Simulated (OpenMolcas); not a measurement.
# SO3 (sulfur trioxide) at KT2/ANO-RCC-VTZP (DKH2)

Aim: the vertical singlet–triplet gap of SO3 (sulfur trioxide) at KT2/ANO-RCC-VTZP (DKH2), from 2 runs. 

Program for the calculation: OpenMolcas 26.06.

## Step 1: Starting point

SO3: 4 atoms, total charge 0, spin state singlet. As SMILES, `O=S(=O)=O`. Geometry: relaxed at PBE0-D4/def2-TZVP.

Bond lengths: O1–S2 1.419 Å, S2–O3 1.419 Å, S2–O4 1.419 Å. Angles: O1–S2–O3 120.0°, O1–S2–O4 120.0°, O3–S2–O4 120.0°.

## Step 2: A single-point energy at KT2/ANO-RCC-VTZP (DKH2)

File job.input:

```
* O3S Kohn-Sham DFT

&GATEWAY
 COORD
 4
 angstrom
 O       -1.121570      -0.684610       0.536720
 S        0.000010      -0.000030      -0.000040
 O        1.308940      -0.327680       0.440460
 O       -0.187380       1.012320      -0.977150
 BASIS
 ANO-RCC-VTZP
 GROUP
 NoSym

&SEWARD
 GRIDINPUT
 Grid=Coarse
 End of Grid

&SCF
 KSDFT
 KT2
 PRORBITALS
 1 1
```

Run with:

```bash
$ export MOLCAS_MEM=1860
$ pymolcas job.input > job.log
```

The log of the run:

```text
--- Start Module: gateway ---
[...]
--- Stop Module: gateway /rc=_RC_ALL_IS_WELL_ ---
--- Start Module: seward ---
[...]
      Basis functions          124
--- Stop Module: seward /rc=_RC_ALL_IS_WELL_ ---
[...]
--- Start Module: scf ---
[...]
       Convergence after  13 Iterations
[...]
::    Total KS-DFT energy                            -631.5565049638
[...]
      Total spin, S                                     0.0000000000
[...]
      Total electronic charge=   40.000000
      Total            charge=   -0.000000
[...]
      Dipole Moment (debye):
      Origin of the operator (angstrom)=    0.0000   -0.0000   -0.0000
                   X= -3.2664E-04               Y=  7.5399E-04               Z= -1.0320E-03           Total=  1.3192E-03
      Quadrupole Moment (debye*angstrom):
[...]
--- Stop Module: scf /rc=_RC_ALL_IS_WELL_ ---
[...]
```

Wall time 30 s (1 thread of Arm Neoverse V2, shared host); peak memory 0.86 GiB.

## Step 3: The triplet

File job.inp:

```
* O3S Kohn-Sham DFT
&GATEWAY
Coord
4
angstrom
O       -1.121570      -0.684610       0.536720
S        0.000010      -0.000030      -0.000040
O        1.308940      -0.327680       0.440460
O       -0.187380       1.012320      -0.977150
Basis = ANO-RCC-VTZP
Group = NoSym
&SEWARD
GridInput
Grid=Coarse
End of Grid
&SCF
UHF
Spin = 3
KSDFT = KT2
PrOrbitals = 1 1
```

Run with:

```bash
$ export MOLCAS_MEM=1860
$ pymolcas job.inp > job.log
```

The log of the run:

```text
--- Start Module: gateway ---
[...]
--- Stop Module: gateway /rc=_RC_ALL_IS_WELL_ ---
--- Start Module: seward ---
[...]
      Basis functions          124
--- Stop Module: seward /rc=_RC_ALL_IS_WELL_ ---
[...]
--- Start Module: scf ---
[...]
       Convergence after  22 Iterations
[...]
::    Total KS-DFT energy                            -631.3962180861
[...]
      Total spin, S                                     1.0038444972
[...]
      Total electronic charge=   40.000000
      Total            charge=   -0.000000
[...]
      Dipole Moment (debye):
      Origin of the operator (angstrom)=    0.0000   -0.0000   -0.0000
                   X=  2.4242E-04               Y=  7.6596E-04               Z=  7.4003E-04           Total=  1.0923E-03
      Quadrupole Moment (debye*angstrom):
[...]
--- Stop Module: scf /rc=_RC_ALL_IS_WELL_ ---
[...]
```

It took 39 s on 1 thread of Arm Neoverse V2, shared host; peak memory 0.86 GiB.

## Step 4: Results

Level: KT2/ANO-RCC-VTZP (DKH2).

| quantity | value |
| --- | --- |
| singlet: total energy | -631.55650 Eh |
| singlet: dipole moment | 0.00 D |
| singlet: HOMO energy | -8.43 eV |
| singlet: LUMO energy | -3.64 eV |
| singlet: HOMO–LUMO gap | 4.79 eV |
| triplet: total energy | -631.39622 Eh |
| triplet: dipole moment | 0.00 D |
| triplet: HOMO energy (highest over α and β) | -4.21 eV |
| triplet: ⟨S²⟩ | 2.012 |
| vertical energy of the triplet above the singlet | 4.362 eV |

At this shape the triplet lies 4.36 eV (421 kJ/mol) above the singlet. Mulliken charges (singlet) run from -0.16 on O1 to +0.47 on S2. Mulliken charges (triplet) run from -0.04 on O1 to +0.11 on S2; they depend strongly on the basis.
